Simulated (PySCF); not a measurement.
Compound: H3PS.
Atom-mapped SMILES: `[PH3:1]=[S:2]` (hydrogens: H3, H4, H5 on P1)

Cartesian coordinates in Å at the PBE0-D3(BJ)/def2-SVP level; atoms count from 1:
```xyz
5
H3PS angstrom
P      0.0710    0.0158    0.0065
S      1.9918   -0.0110   -0.2112
H     -0.4910   -0.5940    1.1670
H     -0.5895    1.2785    0.0728
H     -0.7359   -0.6095   -0.9900
```

Computed with PySCF at PBE0/pcSseg-1 and PBE0/def2-SVPD, non-relativistic, on one gas-phase PBE0-D3(BJ)/def2-SVP geometry that isn't relaxed in the solvent. The solvent is an IEF-PCM continuum (cavity from Bondi-type radii × 1.2). Specific hydrogen bonds and non-electrostatic terms are outside this model.

Gas phase at PBE0/pcSseg-1: HOMO -6.95 eV, LUMO -0.12 eV, dipole 3.97 D.

Task: What does the continuum do to the energy, the frontier levels and the dipole at PBE0/pcSseg-1 in cyclohexane and methanol?

Result: 
| solvent | ε | E(solvent) − E(gas) (kcal/mol) | polarisation term (kcal/mol) | distortion of the solute (kcal/mol) | HOMO (eV) | LUMO (eV) | dipole (D) |
| --- | --- | --- | --- | --- | --- | --- | --- |
| cyclohexane | 2.017 | -3.27 | -3.73 | 0.46 | -6.95 | 0.10 | 4.71 |
| methanol | 32.61 | -8.47 | -11.58 | 3.11 | -7.05 | 0.34 | 5.87 |

Polarisation term: ½ Σ q·V over the induced surface charges. Distortion: the rise of the solute's own energy as its density leaves the gas-phase optimum. From cyclohexane to methanol the lowering changes by a factor 2.60, Onsager's factor (ε − 1)/(2ε + 1) by 2.36 and ε itself by 16.2.

Task: Which radius a makes the point-dipole formula ΔE = −[(ε − 1)/(2ε + 1)]·μ²/a³ give the value in methanol, with the gas-phase dipole?

Result: μ = 1.562 au and |ΔE| = 0.01350 Eh give a = 2.34 Å; the farthest nucleus lies 1.96 Å from the centroid of the nuclei. The formula assumes a rigid point dipole at the centre of a sphere.

Task: Give the dipole vector in the frame of the coordinates (D, pointing from negative to positive charge), gas and methanol.

Result: Gas (-3.94, 0.05, 0.45), solvent (-5.83, 0.08, 0.66). Its length changes by +48 % and its direction by less than 1°.

Task: Which IAO charges (PBE0/pcSseg-1) respond most in cyclohexane (means over atoms taken as equivalent)?

Result: 
```
   atoms                     environment  gas (e)  solvent (e)  change
      S2              sulfur bonded to P   -0.547       -0.594  -0.047
H3/H4/H5                    P–H hydrogen   -0.039       -0.025  +0.014
      P1  phosphorus bonded to S and 3 H   +0.663       +0.668  +0.005
```

Task: Which Mayer bond orders change most in cyclohexane?

Result: 
| bond | length (Å) | gas | solvent | change |
| --- | --- | --- | --- | --- |
| P1–S2 | 1.933 | 1.559 | 1.509 | -0.050 |
| P1–H3 | 1.426 | 0.845 | 0.855 | +0.010 |
| P1–H4 | 1.427 | 0.845 | 0.855 | +0.010 |
| P1–H5 | 1.427 | 0.845 | 0.855 | +0.010 |

Gas phase at PBE0/def2-SVPD: HOMO -7.03 eV, LUMO -0.35 eV, dipole 3.69 D.

Task: What does the continuum do to the energy, the frontier levels and the dipole at PBE0/def2-SVPD in cyclohexane?

Result: 
```csv
solvent,ε,E(solvent) − E(gas) (kcal/mol),polarisation term (kcal/mol),distortion of the solute (kcal/mol),HOMO (eV),LUMO (eV),dipole (D)
cyclohexane,2.017,-2.96,-3.38,0.42,-7.05,-0.17,4.39
```

Task: How does the static polarisability (PBE0/def2-SVPD, frozen core, with the continuum's full static response) change?

Result: 
```tsv
medium	isotropic (au)	principal values (au)	⟨r²⟩ of the electrons (bohr²)
gas	49.4	42.2, 42.2, 63.8	209.4
cyclohexane	56.8	48.4, 48.4, 73.6	209.3
```

The isotropic value in cyclohexane is 1.15 times the gas-phase one; no cavity-field correction is applied. ⟨r²⟩ is taken about the centre of nuclear charge.

Hardware: an Intel Xeon Platinum 8488C with one thread, shared host. Cost: 1.6 s of wall time, 0.40 GiB resident at most. This is the whole shielding run at PBE0/pcSseg-1 in methanol, SCF included.
